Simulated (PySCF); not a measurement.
Species: C6H11 (doublet state).
Cartesian coordinates in Å at the GFN2-xTB level; atoms count from 1:
```xyz
17
C6H11 angstrom
C      2.4427   -0.8913    0.0760
C      1.8200   -0.0146   -0.7721
C      0.5104    0.4183   -0.7113
C     -0.5123    0.0169    0.2954
C     -1.6091   -0.8151   -0.3836
C     -1.1268    1.2600    0.9479
H      1.9386   -1.3418    0.9114
H      3.4723   -1.1619   -0.0699
H      2.4173    0.3853   -1.5843
H      0.1650    1.1072   -1.4696
H     -0.0509   -0.5932    1.0751
H     -2.3605   -1.1146    0.3439
H     -1.1814   -1.7095   -0.8308
H     -2.0956   -0.2352   -1.1650
H     -0.3593    1.8401    1.4554
H     -1.8815    0.9704    1.6761
H     -1.5958    1.8910    0.1958
```

The hyperfine couplings belong to this conformer and change with its torsions.

The species is `[CH2]/C=C\C(C)C` [radical].

Level of theory: UKS B3LYP, pcH-1 on C H, non-relativistic, mean-field spin-orbit, GIAO (PySCF 2.14.0). One conformer (not necessarily the lowest) at the GFN2-xTB geometry, without solvent, vibrations or thermal averaging. Couplings are sensitive to structure, and on GFN2-xTB geometries they can be far from those on DFT ones. Stability of the SCF solution: not tested. ⟨S²⟩ is 0.775 where a pure state has 0.75.

Match the computed a_iso(13C) values +57.9, +53.8, -47.7, +31.1, -18.3 MHz (means over equivalent nuclei) with the sites C1; C2; C3; C4; C5/C6.

| site | a_iso (MHz) | ρ(0) (bohr⁻³) | position | distance from C3 (Å) | spin population | largest \|T\| (MHz) |
| --- | --- | --- | --- | --- | --- | --- |
| C1 | +53.8 | +0.0479 | a main spin site | 2.46 | +0.68 | 99.9 |
| C2 | -47.7 | -0.0425 | 1 bond from C1 | 1.38 | -0.27 | 28.0 |
| C3 | +57.9 | +0.0515 | largest spin population | 0.00 | +0.68 | 103.4 |
| C4 | -18.3 | -0.0163 | 1 bond from C3 | 1.49 | -0.05 | 1.1 |
| C5/C6 | +31.1 | +0.0277 | 2 bonds from C3 | 2.48 | +0.02 | 4.8 |

ρ(0) is the spin density at the nucleus and T the dipolar tensor; entries for several nuclei are means. The largest Mulliken spin populations are on C3 (+0.68), C1 (+0.68) and C2 (-0.27). The positive populations add up to 1.41 and the negative ones to -0.41, together 2S = 1. The angles at C3 add up to 360.0°, so it is planar; its axial dipolar tensor and the negative coupling of its proton fit spin in a p orbital normal to that plane. Main spin sites, with 60 % or more of the largest population: C1, C3; positions count bonds from the nearest.

Examples of negative spin density at the nucleus (bohr⁻³): C2 (-0.0425), C4 (-0.0163) and H10 (-0.0093).

Means are taken over nuclei equivalent by connectivity, which assumes that they swap fast. H7 and H8 aren't averaged: C1 is flat or nearly so (angle sum 360°), and its turn about the short C1–C2 bond (1.37 Å) is taken as slow. The six 1H nuclei of mean +2.9 MHz run from -1.4 to 12.4 MHz in the frozen geometry. The 13C value of +31.1 MHz is a mean of couplings from 27.4 to 34.9 MHz in this one geometry, not an average over conformers.
